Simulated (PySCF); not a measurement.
**Shieldings and the share of exact exchange**

Molecule: `NC(F)(F)F`, CH$_{2}$F$_{3}$N.

Geometry:
```json
{"atom": "N1", "x (Å)": "0.773", "y (Å)": "-0.337", "z (Å)": "-0.341"}
{"atom": "C2", "x (Å)": "-0.415", "y (Å)": "0.290", "z (Å)": "0.027"}
{"atom": "F3", "x (Å)": "-1.351", "y (Å)": "0.087", "z (Å)": "-0.898"}
{"atom": "F4", "x (Å)": "-0.220", "y (Å)": "1.599", "z (Å)": "0.170"}
{"atom": "F5", "x (Å)": "-0.941", "y (Å)": "-0.141", "z (Å)": "1.196"}
{"atom": "H6", "x (Å)": "0.642", "y (Å)": "-1.333", "z (Å)": "-0.487"}
{"atom": "H7", "x (Å)": "1.512", "y (Å)": "-0.166", "z (Å)": "0.334"}
```

GIAO shieldings (ppm, equivalent atoms averaged) in PySCF 2.14.0 with density-fitted response routines on the PBE0-D3(BJ)/def2-SVP geometry, basis pcSseg-2, gas phase, non-relativistic:

```tsv
functional	exact exchange (%)	σ(N1)	σ(C2)	σ(F3/F4/F5)
BLYP	0	186.2	34.5	225.4
BP86	0	190.6	39.9	227.3
PBE	0	191.3	39.9	226.2
PBE0	25	196.8	49.9	241.8
mPW1PW91	25	196.0	49.2	242.5
BHandHLYP	50	197.1	55.3	254.3
HF	100	206.3	75.4	280.5
```

Task: Fit each shielding as a line in the percentage of exact exchange.

Result: σ(N1) = 190.2 + 0.16 x (rms 2.0 ppm); σ(C2) = 38.7 + 0.37 x (rms 2.1 ppm); σ(F3/F4/F5) = 227.1 + 0.54 x (rms 1.1 ppm). The functionals also differ in their semilocal parts, which the line can't hold; Hartree–Fock has no correlation at all.

Task: What does the line predict for B3LYP (20 %), and what does the run give?

Result: σ(N1): 193.4 predicted, 191.0 computed; σ(C2): 46.1 predicted, 43.1 computed; σ(F3/F4/F5): 237.9 predicted, 237.7 computed ppm.
